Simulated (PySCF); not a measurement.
# A workflow on SiO2 (silicon dioxide molecule)

Aim: a series of 19 runs (PBE0-D4/def2-TZVP, CCSD(T)/def2-TZVPP, RI-MP2/def2-QZVPP, PBE-D4/def2-TZVPP, r2SCAN-D4/def2-TZVPP, B3LYP-D4/def2-TZVPP, PBE0-D4/def2-TZVPP, wB97M-V/def2-TZVPP, and more) of O2Si. The job is set up through a Python script.

The results are computed with PySCF 2.14.0.

1 further run of the same task is left out (for a faulty analytic Hessian).

### Step 1. Starting point

SiO2 has 3 atoms, charge 0, and is taken as a singlet. As SMILES, `O=[Si]=O`. All atoms were displaced at random from a relaxed shape. The run starts from this shape.

Bond lengths: O1–Si2 1.514 Å, Si2–O3 1.465 Å. Angles: O1–Si2–O3 173.8°.

### Step 2. A structure relaxation at PBE0-D4/def2-TZVP (density fitting with def2-universal-jkfit) (run 1)

File geometry.xyz:

```xyz
3
O2Si
O      0.702304     1.217166     0.446720
Si    -0.038499    -0.034685     0.026993
O     -0.717075    -1.208136    -0.528257
```

File job.py:

```python
# O=[Si]=O
from pyscf import gto, dft
from pyscf.geomopt.geometric_solver import kernel as optimise

mol = gto.Mole()
mol.atom = 'geometry.xyz'
mol.max_memory = 1860
mol.verbose = 3
mol.spin = 0
mol.basis = 'def2-tzvp'
mol.build()

ks = dft.RKS(mol, xc='pbe0')
ks = ks.density_fit(auxbasis='def2-universal-jkfit')
ks.disp = 'd4'
ks.conv_tol = 1e-09
ks.grids.level = 4
ks.max_cycle = 100
converged, mol_eq = optimise(ks, maxsteps=100)
print('converged:', converged)
print(mol_eq.tostring())

ks.reset(mol_eq)
mol = mol_eq
ks.kernel()
e_final = ks.e_tot
print('E(%s) = %.9f' % ('PBE0', e_final))
```

The run is started by

```bash
$ OMP_NUM_THREADS=1 python job.py
```

Output:

```text
maxiter                   100
[... 19 lines left out ...]
> Convergence Criteria:
[... 15 lines left out ...]
WARN: Mole.unit (angstrom) is changed to Bohr
[... 9 lines left out ...]
Step    0 : Gradient = 4.830e-02/6.281e-02 (rms/max) Energy = -439.7382874373
[... 25 lines left out ...]
converged SCF energy = -439.740949643161
[... 33 lines left out ...]
converged SCF energy = -439.74098656349
[... 26 lines left out ...]
Converged! =D
[... 1 line left out ...]
converged: True
O           0.70028855        1.21966456        0.47173688
Si         -0.01826961       -0.00920359       -0.01968277
O          -0.73697757       -1.23823761       -0.51074715
converged SCF energy = -439.740987090264
E(PBE0) = -439.740987090
```

It took 47 s on 1 thread of Arm Neoverse V1, shared host; peak memory 0.93 GiB.

Step by step:

| step | energy from the first frame kept (eV) | largest force (eV/Å) |
| --- | --- | --- |
| 0 | 0.0000 | 3.2298 |
| 1 | -0.0654 | 0.6984 |
| 2 | -0.0724 | 0.1070 |
| 3 | -0.0733 | 0.1089 |
| 4 | -0.0734 | 0.0431 |
| 5 | -0.0735 | 0.0057 |

After the run. Bond lengths: O1–Si2 1.506 Å, Si2–O3 1.506 Å. Angles: O1–Si2–O3 180.0°.

### Step 3. The energy at CCSD(T)/def2-TZVPP (run 3)

File calc.py:

```python
from pyscf import gto, cc

mol = gto.Mole()
mol.atom = '''
O        0.700289       1.219665       0.471737
Si      -0.018270      -0.009204      -0.019683
O       -0.736978      -1.238238      -0.510747
'''
mol.max_memory = 1860
mol.verbose = 3
mol.basis = 'def2-tzvpp'
mol.build()

calc0 = mol.RHF()
calc0.conv_tol = 1e-10
calc0.kernel()
if not calc0.converged:
    calc0 = calc0.newton().run(calc0.mo_coeff, calc0.mo_occ)

mycc = cc.CCSD(calc0, frozen=7)
mycc.kernel()
e_t = mycc.ccsd_t()
e_final = mycc.e_tot + e_t
print('E(%s) = %.9f' % ('CCSD(T)', e_final))
```

The run is started by

```bash
$ OMP_NUM_THREADS=1 python calc.py
```

Output:

```text
converged SCF energy = -438.72843827952
E(CCSD) = -439.301331025514  E_corr = -0.5728927459937835
CCSD(T) correction = -0.0286916972374573
E(CCSD(T)) = -439.330022723
```

Wall time 39 s (1 thread of Arm Neoverse V1, shared host); peak memory 0.69 GiB.

Runs 4 to 16 aren't shown in full; the table further down has their settings and results.

### Step 4. The doublet cation: the energy at UB3LYP-D4/def2-TZVPP (run 17)

File mol.xyz:

```xyz
3

O      0.700289     1.219665     0.471737
Si    -0.018270    -0.009204    -0.019683
O     -0.736978    -1.238238    -0.510747
```

File calc.py:

```python
from pyscf import gto, dft

mol = gto.M(
    atom='mol.xyz',
    max_memory=1860,
    spin=1,
    verbose=3,
    basis='def2-tzvpp',
    charge=1,
)

calc0 = dft.UKS(mol)
calc0.xc = 'b3lyp'
calc0.conv_tol = 1e-10
calc0.disp = 'd4'
calc0.grids.level = 5
calc0.kernel()
if not calc0.converged:
    calc0 = calc0.newton().run(calc0.mo_coeff, calc0.mo_occ)

e_final = calc0.e_tot
print('Final energy', e_final)
```

The run is started by

```bash
$ OMP_NUM_THREADS=1 python calc.py
```

Output:

```text
converged SCF energy = -439.586941246658  <S^2> = 0.78615794  2S+1 = 2.0358369
Final energy -439.58694124665794
```

Run time: 23 s. Hardware: 1 thread of Arm Neoverse V1, shared host; peak memory 0.53 GiB.

Runs 18 to 19 aren't shown in full; the table further down has their settings and results.

### Step 5. The doublet cation: the energy at UB3LYP/6-31G(d) (spherical functions) (run 20)

File run.py:

```python
from pyscf import gto, dft

molecule = gto.M(
    atom='''
O    0.700289   1.219665   0.471737
Si  -0.018270  -0.009204  -0.019683
O   -0.736978  -1.238238  -0.510747
''',
    charge=1,
    verbose=3,
    basis='6-31g*',
    max_memory=1860,
    spin=1,
)

mf = dft.UKS(molecule)
mf.xc = 'b3lyp'
mf.grids.level = 5
mf.conv_tol = 1e-10
mf.kernel()
if not mf.converged:
    mf = mf.newton().run(mf.mo_coeff, mf.mo_occ)

e_final = mf.e_tot
print(f'total energy: {e_final:.8f} hartree')
```

The run is started by

```bash
$ OMP_NUM_THREADS=1 python run.py
```

Output:

```text
WARN: HOMO -0.455420842559003 >= LUMO -0.455420842559004

converged SCF energy = -439.472086549105  <S^2> = 0.78865248  2S+1 = 2.038286
total energy: -439.47208655 hartree
```

It took 7.8 s on 1 thread of Arm Neoverse V1, shared host; peak memory 0.27 GiB.

### Step 6. The series

| run | level | task | integral approximation | partner | energy (Eh) | dipole moment (D) of the reference | HOMO energy (eV) | LUMO energy (eV) | wall time |
| --- | --- | --- | --- | --- | --- | --- | --- | --- | --- |
| 1 | PBE0-D4/def2-TZVP (density fitting with def2-universal-jkfit) | optimise | def2-universal-jkfit | base | -439.740987 | 0.00 | -9.95 | -3.46 | 47 s |
| 3 | CCSD(T)/def2-TZVPP | energy | none | base | -439.330023 | 0.00 | -13.88 | -0.01 | 39 s |
| 4 | RI-MP2/def2-QZVPP (density fitting with def2-universal-jkfit) | energy | def2-universal-jkfit | base | -439.377002 | 0.00 | -13.92 | -0.14 | 2.4 s |
| 5 | PBE-D4/def2-TZVPP | energy | none | base | -439.736297 | 0.00 | -8.38 | -4.39 | 11 s |
| 6 | r2SCAN-D4/def2-TZVPP | energy | none | base | -439.931166 | 0.00 | -8.73 | -4.17 | 24 s |
| 7 | B3LYP-D4/def2-TZVPP | energy | none | base | -440.047462 | 0.00 | -9.67 | -3.77 | 12 s |
| 8 | PBE0-D4/def2-TZVPP | energy | none | base | -439.741079 | 0.00 | -9.95 | -3.46 | 12 s |
| 9 | wB97M-V/def2-TZVPP | energy | none | base | -439.974630 | 0.00 | -12.32 | -1.43 | 44 s |
| 10 | B2PLYP/def2-TZVPP | energy | none | base | -439.825500 | 0.00 | -11.40 | -2.22 | 11 s |
| 11 | SVWN5/def2-TZVPP | energy | none | base | -437.829442 | 0.00 | -8.62 | -4.67 | 7.5 s |
| 12 | M06-2X/def2-TZVPP | energy | none | base | -439.947903 | 0.00 | -11.55 | -2.50 | 23 s |
| 13 | B3LYP/6-31G* (spherical functions) | energy | none | base | -439.922795 | 0.00 | -9.25 | -3.46 | 4.5 s |
| 14 | HF/STO-3G | energy | none | base | -433.136479 | 0.00 | -7.80 | 8.03 | 0.85 s |
| 15 | UCCSD(T)/def2-TZVPP | energy | none | cation | -438.865995 | – | -18.47 | -9.25 | 3.4 min |
| 16 | UPBE-D4/def2-TZVPP | energy | none | cation | -439.283980 | – | -16.55 | -16.25 | 20 s |
| 17 | UB3LYP-D4/def2-TZVPP | energy | none | cation | -439.586941 | – | -17.70 | -15.40 | 23 s |
| 18 | UPBE0-D4/def2-TZVPP | energy | none | cation | -439.281609 | – | -17.74 | -15.06 | 24 s |
| 19 | U-wB97M-V/def2-TZVPP | energy | none | cation | -439.507438 | – | -19.74 | -13.12 | 84 s |
| 20 | UB3LYP/6-31G* (spherical functions) | energy | none | cation | -439.472087 | – | -17.73 | -15.31 | 7.8 s |

### Step 7. What came out

| quantity | value |
| --- | --- |
| doublet cation, run 20: total energy | -439.47209 Eh |
| doublet cation, run 20: HOMO energy (highest over α and β) | -17.73 eV |
| doublet cation, run 20: LUMO energy (lowest over α and β) | -15.31 eV |
| doublet cation, run 20: ⟨S²⟩ | 0.789 |
| vertical ionisation energy (to the doublet cation), CCSD(T)/def2-TZVPP | 12.627 eV |
| vertical ionisation energy (to the doublet cation), PBE-D4/def2-TZVPP | 12.308 eV |
| vertical ionisation energy (to the doublet cation), B3LYP-D4/def2-TZVPP | 12.531 eV |
| vertical ionisation energy (to the doublet cation), PBE0-D4/def2-TZVPP | 12.503 eV |
| vertical ionisation energy (to the doublet cation), wB97M-V/def2-TZVPP | 12.713 eV |
| vertical ionisation energy (to the doublet cation), B3LYP/6-31G* | 12.264 eV |

What this shows: At CCSD(T)/def2-TZVPP: the vertical ionisation energy comes to 12.63 eV (1218 kJ/mol). Its partner is spin-contaminated (⟨S²⟩ = 1.09 against 0.75), so the difference is in doubt. At PBE-D4/def2-TZVPP: the vertical ionisation energy comes to 12.31 eV (1188 kJ/mol). The negative HOMO energy of the first species, 8.38 eV, lies 3.93 eV below that difference. At B3LYP-D4/def2-TZVPP: removing an electron at fixed nuclei costs 12.53 eV (289 kcal/mol). −ε(HOMO) before ionisation, 9.67 eV, is 2.86 eV below this ionisation energy. Totals of different functionals can't be ranked against each other. In run 14 the basis is minimal, so the values are rough. Spin contamination of the reference: run 15 ⟨S²⟩ = 1.09. All runs together took 10 min, the longest 3.4 min.
